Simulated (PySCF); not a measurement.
Ionising Na₂

RHF-CCSD(T); PySCF, no relativity, basis sets Na 6-31G(d,p). Neutral (RHF): singlet (closed shell), Re = 3.153 Å, ωe = 160 cm⁻¹, De = 0.68 eV.

Na₂⁺ (UHF): doublet (σ ↑), Re = 3.646 Å, ωe = 124 cm⁻¹, De = 0.97 eV to Na⁺ + Na. The energies at the minima are -323.71274 hartree for Na2 and -323.54018 for Na₂⁺.

**Question.** Work out the adiabatic ionisation energy, without and with harmonic zero-point energies (1 hartree = 27.2114 eV, 1 eV = 8065.5 cm⁻¹), and the change of the bond length.

**Answer.** At CCSD(T): 0.17256 hartree = 4.696 eV between the minima; the zero-point term (124.0 − 160.0)/2 cm⁻¹ = -0.002 eV makes it 4.693 eV. Re changes by +49.3 pm against the neutral. The electron leaves a σ orbital, and the longer bond of the ion fits a bonding orbital, or a change in how ionic the bond is.

Correlated steps freeze 2 core orbitals. Correlated levels converge slowly with the basis: in double zeta they bind strong bonds too weakly, by up to about 1 eV, and carry superposition errors of some tenths. Where the molecule has an RHF reference, its open-shell atoms are computed with UHF. States were picked by a PBE0 search and need not be the measured ground states.

Neutral and ion stand on different kinds of reference determinant, which adds to the error of the difference.
